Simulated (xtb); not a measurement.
C$_{3}$H$_{7}$O, doublet, geometry from GFN2-xTB; GFN1-xTB run with xtb.

Input for xtb:
```
$ xtb mol.xyz --gfn 1 --chrg 0 --uhf 1 --json

# file mol.xyz
11

O     -0.05892672     1.35633054    -0.11322781
C     -0.02863471     0.02565496     0.35439911
H      0.82063304     1.73921461    -0.02733603
H      0.14012484     0.02515463     1.45324908
C     -1.32028118    -0.61414156     0.06029069
C      1.14796001    -0.75883329    -0.27258888
H      1.05098018    -0.75215105    -1.35533659
H     -2.03739428    -0.10086714    -0.54501858
H      2.09748678    -0.30189391     0.00291482
H     -1.53264840    -1.58991250     0.44633478
H      1.13796680    -1.78626957     0.07840942
```

Q: Predict the main parts of the log of this xtb run.

A: 
```
   ID    Z sym.   atoms
    1    8 O      1
    2    6 C      2, 5, 6
    3    1 H      3, 4, 7-11

           -------------------------------------------------
          |                Calculation Setup                |
           -------------------------------------------------

           -------------------------------------------------
          |                 G F N 1 - x T B                 |
           -------------------------------------------------

          ...................................................
          :                      SETUP                      :
          :.................................................:
          :  # basis functions                  30          :
          :  # atomic orbitals                  30          :
          :  # shells                           22          :
          :  # electrons                        25          :
          :  # halogen bonds                     0          :
          :  max. iterations                   250          :
          :  Hamiltonian                  GFN1-xTB          :
          :  restarted?                      false          :
          :  GBSA solvation                  false          :
          :  PC potential                    false          :
          :  electronic temp.          300.0000000     K    :
          :  accuracy                    1.0000000          :
          :  -> integral cutoff          0.2500000E+02      :
          :  -> integral neglect         0.1000000E-07      :
          :  -> SCF convergence          0.1000000E-05 Eh   :
          :  -> wf. convergence          0.2000000E-04 e    :
          :  Broyden damping             0.4000000          :
          :  net charge                          0          :
          :  unpaired electrons                  1          :
          ...................................................

 iter      E             dE          RMSdq      gap      omega  full diag
   1    -14.8561615 -0.148562E+02  0.755E+00    5.38       0.0  T
   2    -14.8878912 -0.317297E-01  0.453E+00    5.69       1.0  T
   3    -14.8884231 -0.531932E-03  0.648E-01    5.88       1.0  T
   4    -14.8885657 -0.142520E-03  0.102E-01    5.84       1.0  T
   5    -14.8885921 -0.264553E-04  0.798E-03    5.81       3.8  T
   6    -14.8885924 -0.294300E-06  0.180E-03    5.81      16.8  T
   7    -14.8885924 -0.120739E-07  0.263E-04    5.81     114.5  T
   8    -14.8885924 -0.320322E-09  0.628E-05    5.81     479.9  T
[...]
         :: total energy             -14.732322372444 Eh    ::
[...]
        30                          0.4466503              12.1540
      -------------------------------------------------------------
                  HL-Gap            0.2136731 Eh            5.8143 eV
             Fermi-level           -0.3212813 Eh           -8.7425 eV

  Mulliken/CM5 charges         n(s)   n(p)   n(d)
     1O    -0.56568 -0.77762   1.690  4.876  0.000
     2C     0.24658  0.20198   1.005  2.749  0.000
     3H     0.33631  0.50944   0.664  0.000  0.000
     4H     0.01957  0.08295   0.980  0.000  0.000
     5C    -0.12000 -0.22395   1.067  3.053  0.000
     6C    -0.10848 -0.25662   1.022  3.087  0.000
     7H     0.04200  0.09654   0.958  0.000  0.000
     8H     0.05531  0.11256   0.945  0.000  0.000
     9H     0.02959  0.08297   0.970  0.000  0.000
    10H     0.03054  0.08466   0.969  0.000  0.000
    11H     0.03427  0.08710   0.966  0.000  0.000

Wiberg/Mayer (AO) data.
largest (>0.10) Wiberg bond orders for each atom

 ---------------------------------------------------------------------------
     #   Z sym  total        # sym  WBO       # sym  WBO       # sym  WBO
 ---------------------------------------------------------------------------
     1   8 O    1.916 --     2 C    0.954     3 H    0.882
     2   6 C    3.921 --     5 C    1.087     1 O    0.954     6 C    0.949
                             4 H    0.934
     3   1 H    0.899 --     1 O    0.882
     4   1 H    1.014 --     2 C    0.934
     5   6 C    3.206 --     2 C    1.087    10 H    0.989     8 H    0.984
     6   6 C    3.992 --     7 H    0.987    11 H    0.986     9 H    0.986
                             2 C    0.949
     7   1 H    1.010 --     6 C    0.987
     8   1 H    1.003 --     5 C    0.984
     9   1 H    1.007 --     6 C    0.986
    10   1 H    1.003 --     5 C    0.989
    11   1 H    1.008 --     6 C    0.986
 ---------------------------------------------------------------------------

Topologies differ in total number of bonds
Writing topology from bond orders to xtbtopo.mol

 dipole moment from electron density (au)
     X       Y       Z
   0.9590  -0.3316   0.3437  total (Debye):    2.723

           -------------------------------------------------
          | TOTAL ENERGY              -14.732322372444 Eh   |
          | GRADIENT NORM               0.008790408809 Eh/α |
          | HOMO-LUMO GAP               5.814340058575 eV   |
           -------------------------------------------------

normal termination of xtb
```
